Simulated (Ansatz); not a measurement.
**[SiH3]+ (SMILES [SiH3+]): methods side by side**

[SiH3]+: 4 atoms, total charge +1, spin state singlet. SMILES: `[SiH3+]`. Geometry: relaxed at PBE0-D4/def2-TZVP.

```xyz
4

Si    0.0000    0.0000    0.0000
H     0.6869    0.6754    1.1130
H    -0.1184   -1.4672   -0.0099
H    -0.5685    0.7917   -1.1031
```

Each level gives the energy change with the Si1–H3 bond stretched from 1.472 to 2.208 Å (eV). The values are calculated.

```tsv
level	kind	program	value (eV)	less FCI/6-31G*	CPU time (all runs)
SVWN5/6-31G* (spherical functions) (restricted)	LDA	Ansatz	1.88	-0.08	1.1 s
PBE/6-31G* (spherical functions) (restricted)	GGA	Ansatz	1.93	-0.03	1.6 s
CAM-B3LYP/6-31G* (spherical functions) (restricted)	range-separated hybrid	Ansatz	2.22	+0.26	1.9 s
HSE06/6-31G* (spherical functions) (restricted)	range-separated hybrid	Ansatz	2.14	+0.18	2 s
wB97M-V/6-31G* (spherical functions) (restricted)	range-separated hybrid	Ansatz	2.22	+0.26	17 s
CCSDT(Q)/6-31G* (spherical functions) (restricted)	coupled cluster or CI	Ansatz	1.96	0.00	1.1 s
CCSDT/6-31G* (spherical functions) (restricted)	coupled cluster or CI	Ansatz	1.97	+0.01	0.91 s
FCI/3-21G	exact in the basis	Ansatz	1.68	-0.28	1 s
FCI/6-31G* (spherical functions)	exact in the basis	Ansatz	1.96	0.00	3.3 s
```

FCI/6-31G* (spherical functions) is exact within its basis and frozen core, so for wave-function methods in that basis the difference is their error; functionals converge differently with the basis, so for them it is only a difference. The first shape isn't each level's own minimum. The values span 1.68 to 2.22 eV. High-level rows in very small sets aren't better than simpler rows in larger ones. In so small a basis fixed costs decide the times, and correlated methods can beat functionals. CPU times are rough (shared hosts, several kinds of processor and program).
